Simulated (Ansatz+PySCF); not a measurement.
**triplet HO₂F: levels of theory in one basis**

```yaml
atoms:
  - { symbol: O, position_ang: [0.0000, 0.0000, -1.3071] }
  - { symbol: O, position_ang: [0.0000, 0.0000, 1.3071] }
  - { symbol: H, position_ang: [30.0000, 0.0000, -1.2423] }
  - { symbol: F, position_ang: [30.0000, 0.0000, 0.1380] }
```

Basis set: 6-31G (spherical functions). Frozen core: 3 orbitals. Correlation on ROHF uses semicanonical orbitals with singles. Charge 0, multiplicity 3.

Computed with Ansatz (development build ahead of 0.2.0); each method stands on the lowest determinant of its kind that the runs found. NEVPT2 correlates all electrons. Active spaces start from the frontier orbitals, and the lowest solution found is given.

| method | E − E(ROHF) (eV) | <S²> of the determinant |
| --- | --- | --- |
| ROHF | 0.00 | 2.00 |
| UHF | -2.32 | 3.33 |
| ROHF-MP2 | -7.38 | – |
| UHF-MP2 | -8.41 | 3.33 |
| UHF-CCSD | -10.44 | 3.33 |
| UHF-CCSD(T) | -10.77 | 3.33 |
| CASSCF(6,6) | -4.75 | – |
| CASSCF(4,4) | -3.21 | – |
| SC-NEVPT2(6,6) | -10.33 | – |

Question: What does SC-NEVPT2(4,4) give on the same scale?

Answer: -10.16 eV. NEVPT2 here correlates all electrons, so it doesn't share the others' frozen core.

Question: Is a single determinant a sound starting point here?

Answer: It is doubtful. Unrestricted orbitals lower Hartree–Fock by 2.32 eV and <S²> is 3.33 where a pure state has 2.00, a sign of strong static correlation. The CASSCF(6,6) natural occupations are 1.87, 1.10, 1.00, 1.00, 0.90, 0.13. The CASSCF(4,4) natural occupations are 1.10, 1.00, 1.00, 0.90.

Caution for ROHF, ROHF-MP2: an unrestricted determinant lies well below. Caution for UHF, UHF-MP2, UHF-CCSD, UHF-CCSD(T): the unrestricted determinant is a mixture of spin states. Caution for ROHF-MP2: bonds are stretched, where a single reference can fail. Caution for ROHF-MP2, UHF-MP2: forces differ strongly between restricted and unrestricted references. Caution for UHF-MP2, UHF-CCSD: large amplitudes, a single reference is doubtful. Caution for UHF-MP2: another reference gives a lower total. Caution for UHF-CCSD(T): very large amplitudes, the method is breaking down; the program doubts this total. Caution for CASSCF(6,6), SC-NEVPT2(6,6): other starts end on other solutions of this active space.
